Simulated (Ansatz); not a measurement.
For antifluorite Mg₂Si, LDA (plane waves, PAW; Ansatz, a first-principles code) gives:

```
Property                                Value
-----------------------------  --------------
lattice parameter a                   6.260 Å
bulk modulus                         59.0 GPa
cohesive energy                  3.11 eV/atom
band gap at the measured cell         0.16 eV
formation enthalpy             -0.173 eV/atom
```

Task: What does Hartree–Fock (PAW; Ansatz) give for the same quantities?

Result: 
- lattice constant a: 6.441 Å (increases by 2.9 %)
- bulk modulus: 56.8 GPa (decreases by 3.7 %)
- cohesive energy: 1.65 eV/atom (falls by 1.46 eV/atom)
- band gap at the measured cell: 4.87 eV (goes up by 4.71 eV)
- formation enthalpy: -0.364 eV/atom (moves by -0.191 eV/atom)

For comparison: bulk modulus 55 GPa (measured, temperature not stated, no zero-point or thermal correction, our sources range from 47.0 to 55.0; as tabulated in Råsander and Moram (2015), arXiv:1505.02379); band gap 0.77 eV (measured, temperature not stated, not corrected to a static lattice, indirect, Γ–X; as tabulated in Ryu et al. (2019), arXiv:1905.06140); formation enthalpy -0.269 eV/atom (measured, 298 K, copied from a table, unchecked, not corrected to a static lattice; as tabulated in Wang et al. (2021), doi:10.1038/s41598-021-94550-5).

Changes are worked out from the printed values.

Unless a cell is named, each level is at its own relaxed cell (LDA 20.44, Hartree–Fock 22.27 Å³/atom).

Density-functional gaps are differences of (generalised) Kohn–Sham levels.

Ansatz's density-functional and Hartree–Fock values are scalar-relativistic unless marked +SOC, with PAW data made under PBE.
